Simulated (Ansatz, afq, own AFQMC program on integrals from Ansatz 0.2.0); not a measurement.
Si, triplet → Si⁻, quartet

A free Si atom.

E(quartet, charge -1) − E(triplet, charge +0) at this geometry, on UHF and UHF determinants.

Basis aug-cc-pVTZ. Noble-gas cores (and the filled d shells of Ga–Kr and In–Xe) are frozen. AFQMC by an in-house program on the Cholesky factors that Ansatz 0.2.0 writes for its CCSD(T) run. ph-AFQMC/CISD is guided by a CISD state made of CCSD amplitudes; releasing the constraint for a short imaginary time cuts its bias at the price of noise, slowly where states lie close. Uncertainties: one standard error, sampling alone. The errors of all members are added in quadrature.

Full CI on the same integrals is exact in this basis and with this determinant's frozen core.

Errors are counted within aug-cc-pVTZ, not against nature.

Cautions: Si⁻ (quartet): the released energies are still falling, so no released level is given (meV from the phaseless value at times in 1/Eh: -3.8 ± 1.7 at 0.24, -5.4 ± 1.6 at 0.51, -9.2 ± 1.5 at 0.99, -9.5 ± 1.3 at 1.62, -14.3 ± 1.2 at 2.40), though the last usable value meets full CI within the noise.

Reference (full CI): -32.3 kcal/mol.

```tsv
level	vertical energy of electron attachment (kcal/mol)	error against FCI (kcal/mol)
HF	-19.7	12.6
MP2	-32.0	0.2
CCSD	-30.6	1.6
CCSD(T)	-32.0	0.3
CCSDT	-32.2	0.1
CCSDT(Q)	-32.3	0.0
ph-AFQMC/CISD	-32.2 ± 0.04	0.1 ± 0.04
```

Correlation beyond CCSD(T) takes off 0.3 kcal/mol. The perturbative (T) step is worth −1.4 kcal/mol.

CCSDT and higher add their correlation energy to the determinant of the CCSD(T) run, since their own runs factorise the integrals more tightly (a shift of under 2 meV). A walk keeps the symmetry of its determinant, which the program's search chose and which needn't be the lowest solution, so a lower state of the same spin and another symmetry isn't excluded.
